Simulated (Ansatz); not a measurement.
**GaAs⁺, quartet: stretch scan**

Starting geometry (PBE0/def2-TZVP stationary point for this spin):

```yaml
atoms:
  - { symbol: Ga, position_ang: [0.0000, 0.0000, 0.0000] }
  - { symbol: As, position_ang: [0.0000, 0.0000, 2.7035] }
```

From there As2 moves along the line of the two atoms named below, all else staying in place; atoms are numbered as listed. Energies are in eV, counted from the starting geometry at the same level. Kohn–Sham curves are unrestricted where that lies lower.

Basis cc-pVDZ; Ansatz 0.2.0. Correlated methods freeze the noble-gas cores and the filled d shells of p-block atoms. No spin–orbit coupling is included, and no scalar relativity.

A value is left out where its run failed or describes another state than the reference as far as symmetry and spin tell, or, spin-broken singlets apart, can't be checked.

In so small a basis the reference is far from its limit while semilocal and hybrid functionals are nearer theirs (RPA and double hybrids share part of the reference's basis error), so the functionals' errors here hold much of the reference's basis and frozen-core error, which can add to them or hide them.

Full CI is exact within this basis and frozen core; it isn't the basis-set limit.

```csv
distance Ga1-As2 (Å),full CI,PBE0,B3LYP,wB97X-V,wB97M-V,B2PLYP
2.128,1.343,1.023,1.145,1.034,1.099,1.176
2.468,0.199,0.099,0.138,0.114,0.138,0.150
2.704,0.000,0.000,0.000,0.000,0.000,0.000
3.004,-0.038,0.051,0.020,0.032,0.011,0.003
3.256,-0.005,0.138,0.092,0.108,0.079,0.063
3.757,0.093,0.312,0.252,0.268,0.240,0.201
4.338,0.186,0.460,0.397,0.399,0.381,0.326
4.949,0.244,0.553,0.495,0.474,0.458,0.403
5.884,0.283,0.614,0.565,0.520,0.506,0.452
7.386,0.298,0.637,0.589,0.536,0.525,0.469
9.290,0.302,–,–,0.540,0.529,0.473
```
